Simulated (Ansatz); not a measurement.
**One structure, 3 elements: NaLi2, Rb2Na, Cs2Na**

Plane-wave DFT in Ansatz with scalar-relativistic PAW potentials, cutoff 420 eV, Γ-centred meshes chosen by cell and gap, Gaussian smearing with energies taken to zero width. Every cell was relaxed (cell and atoms) in a run of its own, within the symmetry of its start. Functional: PBE.

All members share space group Fd-3m and the same sites; only the element on one set of sites changes (Li, Rb, Cs). Members needn't be the stable form of their composition. Energies over the elements, where given, are against the elements' standard states in the same functional (H₂, N₂, O₂ and halogens uncorrected, Hg as a solid). The first member:

Space group Fd-3m:1 (No. 227). a = 8.580 Å, b = 8.580 Å, c = 8.580 Å, α = 90.00°, β = 90.00°, γ = 90.00°
```tsv
atom	site	symmetry	x	y	z
Na	8a	-43m	0.5000	0.0000	0.5000
Li	16d	.-3m	0.1250	0.6250	0.1250
```

```csv
compound,V (Å³/atom),a (Å),energy over elements (eV/atom)
NaLi2,26.32,8.580,0.038
Cs2Na,89.28,12.892,0.164
```

Task: Predict the member with Rb.

Result: V (Å³/atom) 77.83, a (Å) 12.316, energy over elements (eV/atom) 0.154. Interpolating linearly in period between Li and Cs would give 73.54 Å³/atom (5.5 % too small), with 0.133 eV/atom over the elements. Over the whole series the volume grows at each step down the group; all are metallic on the mesh; none is bound against its elements in this structure, and Li comes closest.

Spin-orbit coupling is left out, which matters for the bands of heavy elements.